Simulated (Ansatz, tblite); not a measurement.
Spin states of the cluster Na₂Li (the lowest doublet isomer of a short search), each relaxed with PBE0/def2-TZVP in Ansatz. Electronic energies in the gas phase.

The xTB rows come from tblite. HSE06 is defined as in plane-wave codes, on full-range PBE exchange. Correlated methods freeze 2 core orbitals; core or outer-core shells of Li, Na are correlated, in sets that lack core-valence functions. In CCSD on the charge 0 doublet the largest single amplitude is 0.17, so its Hartree–Fock determinant may place the open shell otherwise than the density functionals do. The structure comes from a short search, and lower isomers may exist.

Doublet geometry (Cs within 0.1 Å):

| atom | x (Å) | y (Å) | z (Å) |
| --- | --- | --- | --- |
| Li1 | 1.403 | -1.192 | 0.765 |
| Na2 | 0.660 | 1.529 | -0.236 |
| Na3 | -2.063 | -0.336 | -0.529 |

Quartet geometry (C2v within 0.1 Å):

```xyz
3

Li    1.0363    0.4738   -1.7874
Na    0.6468   -1.9350    1.1291
Na   -1.6831    1.4612    0.6584
```

⟨S²⟩: doublet 0.78 at PBE0/def2-TZVP (pure 0.75), quartet 3.75 at PBE0/def2-TZVP (pure 3.75).

Run but left out: HF/STO-3G (doublet: a determinant that CCSD turns far, T1 0.048); HF/def2-TZVP, HF/def2-TZVPP, MP2/def2-TZVP, MP2/def2-TZVPP (doublet: ⟨S²⟩ 1.06 to 1.08, where a pure state has 0.75).

Only these spin states were relaxed. The quartet has other bonds than the doublet, so the gap mixes isomer and spin.

| level | quartet − doublet (kJ/mol) | lowest of these | remarks |
| --- | --- | --- | --- |
| GFN1-xTB | 253.3 | doublet | – |
| GFN2-xTB | 195.4 | doublet | – |
| PBE/def2-TZVP | 98.1 | doublet | – |
| revPBE/def2-TZVP | 97.1 | doublet | – |
| r2SCAN/def2-TZVP | 80.1 | doublet | – |
| PBE0/def2-TZVP | 94.2 | doublet | – |
| r2SCAN0/def2-TZVP | 84.2 | doublet | – |
| HSE06/def2-TZVP | 93.5 | doublet | – |
| BHLYP/def2-TZVP | 103.5 | doublet | – |
| ωB97X-V/def2-TZVP | 105.3 | doublet | – |
| RPA@PBE/def2-TZVP | 84.7 | doublet | – |
| CCSD(T)/def2-TZVPP | 93.8 | doublet | large T1 (0.048) (doublet), spin-contaminated (⟨S²⟩ 1.08) (doublet) |

Change of the quartet − doublet gap on mixing in exact exchange, in kJ/mol: PBE to PBE0 (25 % exact exchange) -3.9; r2SCAN to r2SCAN0 (25 % exact exchange) 4.0.

The xTB methods have no term that favours high spin, so they put low spin too low.
